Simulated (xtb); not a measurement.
**GFN1-xTB run of C3H4ClF (SMILES F[C@@H]1C[C@H]1Cl)**

Aim: an optimisation with harmonic vibrations of C3H4ClF. 

Program for the calculation: xtb 6.7.1.

15 further runs of the same task are left out: 15 set aside as unsound or not needed.

## (1) The structure to begin with

C3H4ClF: 9 atoms, total charge 0, spin state singlet. SMILES: `F[C@@H]1C[C@H]1Cl`. Geometry: relaxed at GFN2-xTB. The run starts from this shape.

Bond lengths: F1–C2 1.360 Å, C2–C3 1.496 Å, C2–C4 1.494 Å, C3–C4 1.501 Å, C4–Cl5 1.753 Å, C2–H6 1.082 Å, C3–H7 1.079 Å, C3–H8 1.078 Å, C4–H9 1.081 Å. Some angles: F1–C2–C3 118.1°, F1–C2–C4 117.4°, C3–C2–C4 60.3°, C2–C3–C4 59.8°, C2–C4–C3 59.9°, C2–C4–Cl5 118.7°, C3–C4–Cl5 119.3°, F1–C2–H6 110.6°, C3–C2–H6 121.3°, C4–C2–H6 121.1°.

## (2) An optimisation with harmonic vibrations at GFN1-xTB

.CHRG

```
0
```

.UHF

```
0
```

struc.xyz

```xyz
9

F     -0.204120    -1.507300    -1.264960
C      0.061050    -0.249290    -0.820260
C      0.750960    -0.098340     0.498180
C     -0.706100     0.236920     0.366040
Cl    -1.208850     1.915700     0.411830
H      0.284000     0.408870    -1.649940
H      1.002310    -0.994960     1.043440
H      1.460600     0.707000     0.602370
H     -1.439840    -0.418600     0.813310
```

On the command line:

```
$ xtb struc.xyz --ohess vtight --gfn 1 -P 1 > run.log 2> xtb.err
```

**Question.** What will come out? Wanted: total energy at the end; dipole moment; HOMO energy; LUMO energy; HOMO–LUMO gap; dispersion energy; lowest harmonic wavenumber; highest harmonic wavenumber; zero-point energy.

**Answer.** As computed:

At GFN1-xTB:

```
                   quantity         value
    total energy at the end  -17.86236 Eh
              dipole moment        1.21 D
                HOMO energy     -12.16 eV
                LUMO energy      -5.63 eV
              HOMO–LUMO gap       6.53 eV
          dispersion energy  -7.09 kJ/mol
 lowest harmonic wavenumber      219 cm⁻¹
highest harmonic wavenumber     3154 cm⁻¹
          zero-point energy  165.4 kJ/mol
```

In words: At the final geometry: Bond lengths: F1–C2 1.355 Å, C2–C3 1.491 Å, C2–C4 1.487 Å, C3–C4 1.502 Å, C4–Cl5 1.751 Å, C2–H6 1.085 Å, C3–H7 1.083 Å, C3–H8 1.082 Å, C4–H9 1.083 Å. Some angles: F1–C2–C3 117.0°, F1–C2–C4 116.5°, C3–C2–C4 60.6°, C2–C3–C4 59.6°, C2–C4–C3 59.9°, C2–C4–Cl5 118.7°, C3–C4–Cl5 119.2°, F1–C2–H6 111.3°, C3–C2–H6 121.5°, C4–C2–H6 121.6°. All 21 modes are real, so the shape is a minimum at this level.
